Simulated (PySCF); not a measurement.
Molecule: Boronic Acid (OBO, BH₃O₂).

Structure with atom numbers: `[OH:1][BH:2][OH:3]`; H(Xn) means a hydrogen on atom n.

Spin–spin couplings on one PBE0-D3(BJ)/def2-SVP geometry, PySCF 2.14, gas phase, non-relativistic, equivalent pairs averaged; isotopes ¹¹B, ¹H, ¹⁷O; functional B3LYP.

**Question.** How do the couplings (Hz) change with the basis set? Times are CPU seconds on shared hosts with different chips, so compare them loosely. Far from the basis limit: pcJ-0, 6-31G*, def2-TZVP, cc-pVTZ.

**Answer.** 
| basis set | functions | ¹J(B2,H(B2)) | ¹J(O1,H(O1)) | ¹J(O1,B2) | ²J(O1,O3) | ³J(O1,H(O3)) | core-s |
| --- | --- | --- | --- | --- | --- | --- | --- |
| pcJ-0 | 48 | 143.2 | -49.5 | -3.5 | 22.7 | -9.8 | 2 |
| 6-31G* | 48 | 168.2 | -79.9 | -22.2 | 14.0 | -7.4 | 1.5 |
| pcJ-1 | 111 | 157.8 | -85.1 | -14.7 | 17.3 | -9.8 | 4.1 |
| def2-TZVP | 111 | 154.1 | -76.1 | -15.6 | 17.4 | -9.1 | 4.6 |
| cc-pVTZ | 132 | 149.1 | -63.6 | -13.9 | 15.6 | -9.1 | 3.8 |
| aug-cc-pVTZ-J | 198 | 162.8 | -88.1 | -15.7 | 16.5 | -10.0 | 9.9 |
| pcJ-2 | 225 | 160.3 | -87.2 | -15.4 | 16.5 | -9.9 | 12 |

The Fermi-contact term samples the wavefunction at the nucleus, which is why sets with added tight s functions (names with J) are made for couplings.
